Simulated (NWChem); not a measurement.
**C3H8 (SMILES CCC) at 4 levels**

Aim: a comparison of 4 runs (HF/STO-3G, B3LYP/6-31G*, CCSD/def2-SVP, CCSD(T)/6-31+G*) of C3H8. 

The results are computed with NWChem 7.3.0.

## Step 1: Starting point

The species is C3H8 (11 atoms), meant as a singlet with charge 0. As SMILES, `CCC`. The coordinates come from a PBE0-D4/def2-TZVP relaxation.

Bond lengths: C1–C2 1.519 Å, C2–C3 1.519 Å, C1–H4 1.094 Å, C1–H5 1.094 Å, C1–H6 1.093 Å, C2–H7 1.095 Å, C2–H8 1.095 Å, C3–H9 1.093 Å, C3–H10 1.094 Å, C3–H11 1.094 Å. Some angles: C1–C2–C3 112.7°, C1–C2–H7 109.5°, C1–C2–H8 109.5°, C3–C2–H7 109.5°, C3–C2–H8 109.5°, C2–C1–H4 111.1°, C2–C1–H5 111.1°, C2–C1–H6 111.7°, C2–C3–H9 111.7°, C2–C3–H10 111.0°.

## Step 2: Energy and forces at HF/STO-3G (run 1)

The input, input.nw:

```
start input
title "C3H8"
memory 2200 mb

geometry units angstrom noautosym nocenter noautoz
C    -0.832500    0.724300   -0.658500
C    -0.124000    0.185100    0.572600
C     0.924300   -0.861400    0.234500
H    -1.340400   -0.077400   -1.202300
H    -0.122300    1.189000   -1.348600
H    -1.581700    1.475200   -0.396800
H     0.347000    1.012100    1.114700
H    -0.861000   -0.244700    1.259400
H     1.423000   -1.237800    1.130800
H     1.692700   -0.448800   -0.425700
H     0.475000   -1.715700   -0.280200
end

basis "ao basis" spherical bse
* library STO-3G
end

scf
thresh 1e-08
maxiter 80
print medium
end

task scf gradient
```

Started as:

```
$ nwchem input.nw > input.out
```

The log of the run:

```text
[...]
  functions       =    23
[...]
  wavefunction    = RHF
[...]
         Total SCF energy =   -116.885287828463
      One-electron energy =   -320.771011625017
      Two-electron energy =    121.096717252624
 Nuclear repulsion energy =     82.789006543930
        Time for solution =      0.6s
[...]
                         RHF ENERGY GRADIENTS
    atom               coordinates                        gradient
                 x          y          z           x          y          z
   1 C      -1.573197   1.368729  -1.244385    0.011003  -0.008023   0.022992
   2 C      -0.234326   0.349788   1.082057    0.005688  -0.008518  -0.026425
   3 C       1.746674  -1.627810   0.443141   -0.017820   0.018117   0.008342
   4 H      -2.532989  -0.146265  -2.272018   -0.003052  -0.004239  -0.004020
   5 H      -0.231113   2.246884  -2.548484    0.003652   0.002712  -0.004856
   6 H      -2.988980   2.787724  -0.749843   -0.004352   0.004143  -0.000455
   7 H       0.655735   1.912592   2.106478    0.001521   0.003889   0.003941
   8 H      -1.627054  -0.462416   2.379921   -0.003327  -0.001159   0.004506
   9 H       2.689080  -2.339103   2.136902    0.003690  -0.003128   0.003658
  10 H       3.198739  -0.848109  -0.804456    0.004858   0.001607  -0.004235
  11 H       0.897620  -3.242203  -0.529501   -0.001860  -0.005401  -0.003448
[...]
```

Wall time 1.2 s (1 thread of AMD EPYC 9R45 (Zen 5), shared host); peak memory 0.1 GiB.

## Step 3: Energy and forces at B3LYP/6-31G(d) (spherical functions) (run 2)

The input, nw.xyz:

```xyz
11

C     -0.832500     0.724300    -0.658500
C     -0.124000     0.185100     0.572600
C      0.924300    -0.861400     0.234500
H     -1.340400    -0.077400    -1.202300
H     -0.122300     1.189000    -1.348600
H     -1.581700     1.475200    -0.396800
H      0.347000     1.012100     1.114700
H     -0.861000    -0.244700     1.259400
H      1.423000    -1.237800     1.130800
H      1.692700    -0.448800    -0.425700
H      0.475000    -1.715700    -0.280200
```

The input, run.py:

```python
from ase.io import read
from ase.calculators.nwchem import NWChem

mol = read('nw.xyz')

calc = NWChem(
    label='nw',
    theory='dft',
    memory='2200 mb',
    basis='6-31G*',
    basispar='spherical bse',
    dft={'xc': 'b3lyp', 'mult': '1', 'grid': 'xfine', 'convergence': 'energy 1e-08', 'iterations': '100', 'mulliken': None},
)
mol.calc = calc

forces = mol.get_forces()
print(f"energy = {mol.get_potential_energy():.6f} eV")
print("forces (eV/A):")
for s, f in zip(mol.symbols, forces):
    print(f"{s:2s} {f[0]:10.5f} {f[1]:10.5f} {f[2]:10.5f}")
print("dipole (e A):", mol.get_dipole_moment().round(4))
```

Started as:

```
$ export ASE_NWCHEM_COMMAND="nwchem PREFIX.nwi > PREFIX.nwo"
$ python run.py
```

The log of the run:

```text
energy = -3242.016161 eV
forces (eV/A):
C    -0.11040    0.09019   -0.16738
C    -0.04618    0.06988    0.21870
C     0.15493   -0.15375   -0.03250
H    -0.06613   -0.08048   -0.07173
H     0.06700    0.05872   -0.08654
H    -0.09225    0.09055    0.01882
H     0.04823    0.09153    0.06675
H    -0.08145   -0.04319    0.08284
H     0.06572   -0.05183    0.09816
H     0.09642    0.03270   -0.07179
H    -0.03594   -0.10434   -0.05533
dipole (e A): [-0.0024  0.0036  0.0111]
```

The calculator wrote nw.nwi:

```
title "nw"

permanent_dir nw

scratch_dir nw

start nw

geometry units angstrom nocenter noautosym noautoz
  C  -8.3250000000000002e-01 7.2430000000000005e-01 -6.5849999999999997e-01
  C  -1.2400000000000000e-01 1.8509999999999999e-01 5.7260000000000000e-01
  C  9.2430000000000001e-01 -8.6140000000000005e-01 2.3449999999999999e-01
  H  -1.3404000000000000e+00 -7.7399999999999997e-02 -1.2022999999999999e+00
  H  -1.2230000000000001e-01 1.1890000000000001e+00 -1.3486000000000000e+00
  H  -1.5817000000000001e+00 1.4752000000000001e+00 -3.9679999999999999e-01
  H  3.4699999999999998e-01 1.0121000000000000e+00 1.1147000000000000e+00
  H  -8.6099999999999999e-01 -2.4470000000000000e-01 1.2594000000000001e+00
  H  1.4230000000000000e+00 -1.2378000000000000e+00 1.1308000000000000e+00
  H  1.6927000000000001e+00 -4.4879999999999998e-01 -4.2570000000000002e-01
  H  4.7499999999999998e-01 -1.7157000000000000e+00 -2.8020000000000000e-01
end

memory 2200 mb

basis spherical bse noprint
   * library 6-31G*
end

dft
  xc b3lyp
  mult 1
  grid xfine
  convergence energy 1e-08
  iterations 100
  mulliken
end

task dft gradient
```

nw.nwo:

```text
Northwest Computational Chemistry Package (NWChem) 7.3.0
             --------------------------------------------------------

           Job information
           ---------------

    nwchem branch   = 7.3.0
    use scalapack   = T
    input           = nw.nwi
    prefix          = nw.
    data base       = nw/nw.db
    status          = startup
    nproc           =        1

           Memory information
           ------------------

    heap     =     72089594 doubles =      550.0 Mbytes
    stack    =     72089599 doubles =      550.0 Mbytes
    global   =    144179200 doubles =     1100.0 Mbytes (distinct from heap & stack)
    total    =    288358393 doubles =     2200.0 Mbytes
    verify   = yes
    hardfail = no

           Directory information
           ---------------------

  0 permanent = nw
  0 scratch   = nw

                                NWChem Input Module
                                -------------------

                                        nw
                                        --

[... 97 lines left out ...]
  convergence criterion.
[... 17 lines left out ...]
          Convergence on gradient requested:  5.00D-04
[... 25 lines left out ...]
          Convergence aids based upon iterative change in
[... 28 lines left out ...]
 1-e energy   =    -318.696954
[... 43 lines left out ...]
         Total DFT energy =     -119.141897368882
[... 2 lines left out ...]
    Exchange-Corr. energy =      -19.313331091754
[... 477 lines left out ...]
          Convergence on energy requested:  1.00D-08
[... 23 lines left out ...]
          Spatial weights used:  Erf1
[... 4 lines left out ...]
          total energy or number of iterations.
[... 18 lines left out ...]
                            NWChem DFT Gradient Module
                            --------------------------

                                        nw

  charge          =   0.00
  wavefunction    = closed shell

                         DFT ENERGY GRADIENTS

    atom               coordinates                        gradient
                 x          y          z           x          y          z
   1 C      -1.573197   1.368729  -1.244385    0.002147  -0.001754   0.003255
   2 C      -0.234326   0.349788   1.082057    0.000898  -0.001359  -0.004253
   3 C       1.746674  -1.627810   0.443141   -0.003013   0.002990   0.000632
[... 7 lines of this table left out ...]
  11 H       0.897620  -3.242203  -0.529501    0.000699   0.002029   0.001076

                 ----------------------------------------
                 |  Time  |  1-e(secs)   |  2-e(secs)   |
                 ----------------------------------------
                 |  CPU   |       0.00   |       0.35   |
                 ----------------------------------------
                 |  WALL  |       0.00   |       0.35   |
                 ----------------------------------------

 Task  times  cpu:       17.6s     wall:       17.6s
 Total times  cpu:       17.6s     wall:       17.6s
```

Wall time 19 s (1 thread of AMD EPYC 9R45 (Zen 5), shared host); peak memory 0.15 GiB.

Run 3 isn't shown in full; the table further down has it.

## Step 4: The energy at CCSD(T)/6-31+G(d) (spherical functions) (run 4)

The input, m1.nw:

```
start m1
memory stack 880 mb heap 220 mb global 1100 mb

geometry units angstrom noautosym nocenter noautoz
  C     -0.832500     0.724300    -0.658500
  C     -0.124000     0.185100     0.572600
  C      0.924300    -0.861400     0.234500
  H     -1.340400    -0.077400    -1.202300
  H     -0.122300     1.189000    -1.348600
  H     -1.581700     1.475200    -0.396800
  H      0.347000     1.012100     1.114700
  H     -0.861000    -0.244700     1.259400
  H      1.423000    -1.237800     1.130800
  H      1.692700    -0.448800    -0.425700
  H      0.475000    -1.715700    -0.280200
end

basis spherical bse
  * library 6-31+G*
end

scf
  thresh 1e-08
  maxiter 80
  print medium
end

ccsd
  freeze core 3
  maxiter 60
end

task ccsd(t)
```

Started as:

```
$ nwchem m1.nw > m1.out
```

The log of the run:

```text
[...]
  functions       =    70
[...]
  wavefunction    = RHF
[...]
         Total SCF energy =   -118.263724629792
      One-electron energy =   -321.800103919069
      Two-electron energy =    120.747372745347
 Nuclear repulsion energy =     82.789006543930
        Time for solution =      4.4s
[...]
 Total MP2 energy:           -118.660926325388075
[...]
             energy      energy      error      ampl     ampl      Block
                                                time     time      time
[...]
 Total CCSD energy:           -118.706004682891376
[...]
 Total CCSD+T(CCSD) energy:           -118.717839882813422
[...]
 Total CCSD(T) energy:                -118.717342877885756
[...]
```

Wall time 40 s (1 thread of AMD EPYC 9R45 (Zen 5), shared host); peak memory 0.17 GiB.

## Step 5: All runs side by side

| run | level | iteration cap | module | energy (Eh) | HOMO energy (eV) | LUMO energy (eV) | HOMO–LUMO gap (eV) | wall time |
| --- | --- | --- | --- | --- | --- | --- | --- | --- |
| 1 | HF/STO-3G | 80 | scf | -116.885288 | -11.80 | 16.78 | 28.58 | 1.2 s |
| 2 | B3LYP/6-31G* (spherical functions) | 100 | dft | -119.141897 | -8.81 | 2.63 | 11.44 | 19 s |
| 3 | CCSD/def2-SVP | 80 | ccsd | -118.675811 | -12.71 | 4.77 | 17.48 | 42 s |
| 4 | CCSD(T)/6-31+G* (spherical functions) | 80 | ccsd(t) | -118.717343 | -12.72 | 2.51 | 15.23 | 40 s |

## Step 6: Outcome

| quantity | value |
| --- | --- |
| run 4: total energy | -118.71734 Eh |
| run 4: HOMO energy (Hartree–Fock orbitals) | -12.72 eV |
| run 4: LUMO energy (Hartree–Fock orbitals) | 2.51 eV |
| run 4: HOMO–LUMO gap (Hartree–Fock orbitals) | 15.23 eV |
| run 4: correlation energy (3 core orbitals frozen) | -453.6 mEh |
| run 4: (T) correction | -11.34 mEh |

In run 1 the basis is minimal, so the values are rough. All runs together took 1.7 min, the longest 42 s.
